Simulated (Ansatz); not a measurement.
**Other spins and charges of HGeBr, singlet at one geometry**

Geometry (PBE0/def2-TZVP stationary point for this spin, not checked as a minimum):

```
atom   x (Å)    y (Å)    z (Å)
  Ge  0.0000  -0.0382   1.2160
  Br  0.0000   0.0151  -1.1224
   H  0.0000   1.5551   1.3441
```

Basis cc-pVDZ; Ansatz 0.2.0. Correlated methods freeze the noble-gas cores and the filled d shells of p-block atoms. Prefix R: restricted or restricted open-shell reference; prefix U: unrestricted. Active spaces: valence = (12e, 9o) chosen from the atoms' valence shells. No spin–orbit coupling is included, and no scalar relativity.

Gaps are energies of the second state less the first, at fixed atoms, for a selection of the levels run; each method lands on the state that its own search finds for that charge and spin.

Removing an electron, to the doublet: 9.126 eV at UCCSDTQ.

```csv
level,gap (eV),error (meV)
UHF,8.768,-358
UMP2,9.183,57
CISD,9.200,74
UCCSD,9.214,88
UCCSD(T),9.150,24
BCCD(T),9.155,29
UCCSDT,9.130,4
UCCSDT(Q),9.119,-7
CASSCF (valence space),8.536,-590
NEVPT2 (valence space),8.981,-145
MRCISD (valence space),9.061,-65
MRCISD+Q (valence space),9.130,4
PBE,9.118,-8
r2SCAN,9.275,149
PBE0,9.329,203
B3LYP,9.329,203
wB97M-V,9.438,312
B2PLYP,9.233,107
RPA-PBE,9.157,31
```

Triplet less singlet: 1.780 eV at UCCSDTQ.

| level | gap (eV) | error (meV) |
| --- | --- | --- |
| UHF | 1.309 | -471 |
| UMP2 | 1.707 | -73 |
| CISD | 1.707 | -73 |
| UCCSD | 1.776 | -4 |
| UCCSD(T) | 1.783 | 3 |
| BCCD(T) | 1.793 | 13 |
| UCCSDT | 1.778 | -2 |
| UCCSDT(Q) | 1.779 | -1 |
| CASSCF (valence space) | 1.719 | -61 |
| NEVPT2 (valence space) | 1.773 | -7 |
| MRCISD (valence space) | 1.794 | 14 |
| MRCISD+Q (valence space) | 1.797 | 17 |
| PBE | 1.756 | -24 |
| r2SCAN | 1.605 | -175 |
| PBE0 | 1.732 | -48 |
| B3LYP | 1.888 | 108 |
| wB97M-V | 1.904 | 124 |
| B2PLYP | 1.856 | 76 |
| RPA-PBE | 1.844 | 64 |

In so small a basis the reference is far from its limit while semilocal and hybrid functionals are nearer theirs (RPA and double hybrids share much of the reference's basis error), so the functionals' errors here hold much of the reference's basis and frozen-core error, which can add to them or hide them.

Full CI isn't at hand for all of this; UCCSDTQ serves as the reference, and is uncertain by about the last step of the cluster series. The frozen core follows each run's orbitals, which can shift R against U totals by a few meV for light atoms and by up to 0.1 eV past Ca.
